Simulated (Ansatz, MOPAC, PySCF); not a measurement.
Bond stretch in SMILES C(=C)F (C2H3F). The C2–F6 bond (C2 also carries C, H; F6 carries nothing else) is stretched with both fragments frozen at the PBE0/def2-TZVP optimised geometry.

Methods: UMP2 = MP2 on UHF/cc-pVDZ, 3 core orbitals frozen run with PySCF; PM7, restricted, heats of formation (MOPAC); UKS-PBE = unrestricted PBE/cc-pVDZ run with Ansatz (a quantum-chemistry and plane-wave program).

Energies are in eV, each relative to the lowest point of its own curve near equilibrium.

| R / Å | UMP2 | PM7 | UKS-PBE |
|---|---|---|---|
| 1.07 | 3.011 | 3.344 | 3.001 |
| 1.13 | 1.604 | 1.759 | 1.612 |
| 1.20 | 0.632 | 0.645 | 0.648 |
| 1.24 | 0.309 | 0.283 | 0.325 |
| 1.31 | 0.033 | 0.009 | 0.040 |
| 1.34 | 0.000 | 0.000 | 0.001 |
| 1.37 | 0.006 | 0.042 | 0.000 |
| 1.42 | 0.087 | 0.199 | 0.065 |
| 1.49 | 0.308 | 0.546 | 0.259 |
| 1.56 | 0.612 | 0.975 | 0.532 |
| 1.64 | 1.019 | 1.499 | 0.898 |
| 1.82 | 2.656 | 2.618 | 1.794 |
| 1.99 | 4.182 | 3.519 | 2.613 |
| 2.23 | 5.026 | 4.576 | 3.609 |
| 2.39 | 5.266 | 5.156 | 4.152 |
| 2.70 | 5.474 | 5.993 | 4.804 |
| 2.92 | 5.536 | 6.403 | 5.071 |
| 3.30 | 5.584 | 6.887 | 5.343 |
| 3.63 | 5.602 | 7.172 | 5.473 |
| 3.98 | 5.612 | 7.399 | 5.552 |
| 4.68 | 5.618 | 7.730 | 5.617 |

At the longest distance, 4.68 Å, PM7 lies highest above its minimum (7.730 eV) and UKS-PBE lowest (5.617 eV).

The unrestricted solution behind UMP2 changes between 1.82 and 1.99 Å, which can leave a kink. The unrestricted determinant behind UMP2 is spin-contaminated at 1.82 to 4.68 Å (<S²> up to 1.2, against 0.00 for a pure singlet). The restricted form behind PM7 keeps the bonding electrons paired and can't separate into open-shell fragments. The unrestricted determinant behind UKS-PBE is spin-contaminated at 2.39 to 4.68 Å (<S²> up to 0.9, against 0.00 for a pure singlet).
